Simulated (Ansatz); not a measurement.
# H3O (doublet): from Hartree-Fock to the top rungs at distance O1–H3 along a hydrogen transfer = 1.186 Å, cc-pVDZ

How much of the correlation energy of H3O (doublet) does each wave-function method recover here?

Computed with Ansatz 0.2.0, Gaussian basis. Level: cc-pVDZ, core rule «outside noble gas», up to 1 orbitals frozen.

To be run: UHF; CCSD(T) on ROHF; CCSD(T) on UHF; BCCD(T) on ROHF; CISD; CCSDT(Q) on ROHF; CCSDT(Q) on UHF; CCSDTQ on ROHF; CCSDTQ on UHF; CASSCF and MRCISD+Q, 3 electrons in 3 orbitals; CASSCF and NEVPT2, 3 electrons in 3 orbitals; CASSCF and MRCISD+Q, 9 electrons in 7 orbitals; CASSCF and NEVPT4(SD), 9 electrons in 7 orbitals; CASSCF and NEVPT2, 9 electrons in 7 orbitals.

### Step 1. The geometry

The geometry derives from fragments relaxed apart (PBE0/def2-TZVP) and kept rigid, so it is no stationary point. A hydrogen atom is moved between rigid fragments.

4 atoms, charge 0, spin multiplicity 2.

Atoms are counted from 1 here; the program's logs count them from 0.

Bond lengths: O1–H2 0.960 Å, O1–H3 1.186 Å, H3–H4 0.745 Å. Angles: H2–O1–H3 105.1°, O1–H3–H4 180.0°.

Geometry (Å):

```xyz
4
charge 0, multiplicity 2
O    -0.1519   -0.0491    0.0000
H    -0.4013    0.8775    0.0000
H     1.0341   -0.0491    0.0000
H     1.7791   -0.0491    0.0000
```

### Step 2. UHF

File in.yaml:

```yaml
crystal:
  periodic: [false, false, false]
  atoms:
    - {symbol: O, position_ang: [-0.151944, -0.049094, 0.000000]}
    - {symbol: H, position_ang: [-0.401253, 0.877481, 0.000000]}
    - {symbol: H, position_ang: [1.034056, -0.049094, 0.000000]}
    - {symbol: H, position_ang: [1.779056, -0.049094, 0.000000]}
basis:
  gaussian: {orbitals: cc-pVDZ}
magnetization: {spin_polarized: true, initial_magnetization: 1}
hamiltonian: {xc: hf}
output: {orbitals: {seedname: orbitals}}
```

Run with:

```
ansatz run in.yaml --threads 1 --pin off --events-out ev --progress --plain --max-ram 5120MiB --backend cpu
```

The runs that follow: CCSD(T) on ROHF; CCSD(T) on UHF; BCCD(T) on ROHF; CISD; CCSDT(Q) on ROHF; CCSDT(Q) on UHF; CCSDTQ on ROHF; CCSDTQ on UHF; CASSCF and MRCISD+Q, 3 electrons in 3 orbitals; CASSCF and NEVPT2, 3 electrons in 3 orbitals; CASSCF and MRCISD+Q, 9 electrons in 7 orbitals; CASSCF and NEVPT4(SD), 9 electrons in 7 orbitals; CASSCF and NEVPT2, 9 electrons in 7 orbitals.

Q: Predict the results of all the runs planned. Wanted: UCCSDTQ below the RHF energy; RMP2 from UCCSDTQ; UMP2 from UCCSDTQ; RCCSD from UCCSDTQ; RCCSD(T) from UCCSDTQ; UCCSD(T) from UCCSDTQ; RCCSDT(Q) from UCCSDTQ; UCCSDT(Q) from UCCSDTQ; NEVPT2 pair from UCCSDTQ.

**Answer**, as computed:

```
                         quantity                                                                                         value
     UCCSDTQ below the RHF energy                                                                                    -6.3810 eV
                RMP2 from UCCSDTQ                                                                                    +640.8 meV
                UMP2 from UCCSDTQ                                                                                    +667.4 meV
               RCCSD from UCCSDTQ                                                                                    +122.5 meV
            RCCSD(T) from UCCSDTQ                                                                                     +21.0 meV
            UCCSD(T) from UCCSDTQ                                                                                     +20.6 meV
           RCCSDT(Q) from UCCSDTQ                                                                                      -0.2 meV
           UCCSDT(Q) from UCCSDTQ                                                                                      -0.4 meV
         NEVPT2 pair from UCCSDTQ                                                                                    +524.7 meV
      NEVPT2 valence from UCCSDTQ                                                                                    +743.4 meV
  NEVPT4(SD) valence from UCCSDTQ                                                                                     +68.0 meV
levels within 1 kcal/mol (43 meV)  RCCSD(T), UCCSD(T), BCCD(T), RCCSDT, UCCSDT, RCCSDT(Q), UCCSDT(Q), RCCSDTQ, MRCISD+Q valence
                    T1 diagnostic                                                                                         0.032
   effectively unpaired electrons                                                                                          1.01
```

**Reading.** RCCSD(T) lands +21.0 meV from the yardstick (0.3 % of the correlation energy). One determinant dominates. Of the multireference levels listed MRCISD+Q valence comes nearest in total energy (+18.7 meV), which doesn't show that its space is the better one. These misses are within one basis, not against nature; the frozen cores of restricted and unrestricted runs differ, which can shift their rows.
